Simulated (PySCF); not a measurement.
BH4P.
Structure used (PBE0-D3(BJ)/def2-SVP), in Å, numbered top down from 1:
```
atom  x, y, z in Å
B1     0.9345    0.0818    0.0466
P2    -0.8580   -0.0576   -0.4133
H3     1.4429    1.1736    0.1180
H4     1.6090   -0.9170    0.0948
H5    -1.5266    0.9768    0.2878
H6    -1.3472   -1.2044    0.2609
```

Jobs on this species (6 atoms, 24 electrons) with PySCF (density fitting). Hardware of each: an Arm Neoverse V2 with one thread, on a shared host. Times come from a shared host and carry two figures at best. Peak memory is the resident size of the whole Python process, interpreter and libraries included.

| level and settings | work | basis functions | SCF cycles | wall time | peak memory |
| --- | --- | --- | --- | --- | --- |
| delta-SCF UKS PBE0, pcX-2 on the ionised atom, pcseg-1 elsewhere, spin-free X2C | ΔSCF core ionisation, 3 holes | 94 | ? | ? | ? |
| delta-SCF UKS SCAN, def2-TZVP on the ionised atom, pcseg-1 elsewhere, spin-free X2C | ΔSCF core ionisation, 3 holes | 71 | ? | ? | ? |
| delta-SCF UKS HF, pcX-2 on the ionised atom, pcseg-1 elsewhere, spin-free X2C | ΔSCF core ionisation, 3 holes | 94 | ? | ? | ? |
| delta-SCF UKS SCAN, pcX-2 on the ionised atom, pcseg-1 elsewhere, non-relativistic | ΔSCF core ionisation, 3 holes | 94 | 44 | 4.1 s | 0.34 GiB |
| PBE0-D3(BJ)/def2-SVP, grid level 1 | geometry optimisation from a GFN2-xTB start shaken at random | 52 | 35 | 3.2 s | 0.26 GiB |
| delta-SCF UKS SCAN, pcX-1 on the ionised atom, pcseg-1 elsewhere, spin-free X2C | ΔSCF core ionisation, 3 holes | 74 | 42 | 2.9 s | 0.34 GiB |
| delta-SCF UKS B3LYP, pcX-2 on the ionised atom, pcseg-1 elsewhere, spin-free X2C | ΔSCF core ionisation, 3 holes | 94 | 40 | 3.8 s | 0.34 GiB |
| delta-SCF UKS SCAN, pcX-2 on the ionised atom, pcseg-1 elsewhere, spin-free X2C | ΔSCF core ionisation, 3 holes | 94 | 44 | 4.3 s | 0.30 GiB |
| delta-SCF UKS PBE, pcX-2 on the ionised atom, pcseg-1 elsewhere, spin-free X2C | ΔSCF core ionisation, 3 holes | 94 | 40 | 2.5 s | 0.34 GiB |

Task: Fill in the missing figures.

Result: 
- delta-SCF UKS PBE0, pcX-2 on the ionised atom, pcseg-1 elsewhere, spin-free X2C; ΔSCF core ionisation, 3 holes: 3.8 s, 0.34 GiB, 40 SCF cycles
- delta-SCF UKS SCAN, def2-TZVP on the ionised atom, pcseg-1 elsewhere, spin-free X2C; ΔSCF core ionisation, 3 holes: 3.5 s, 0.34 GiB, 42 SCF cycles
- delta-SCF UKS HF, pcX-2 on the ionised atom, pcseg-1 elsewhere, spin-free X2C; ΔSCF core ionisation, 3 holes: 1.8 s, 0.34 GiB, 42 SCF cycles

Task: What do all jobs in the table cost together?

Result: About 30 s; the longest takes about 14 % of that, and about 2.4 times as long as the shortest.
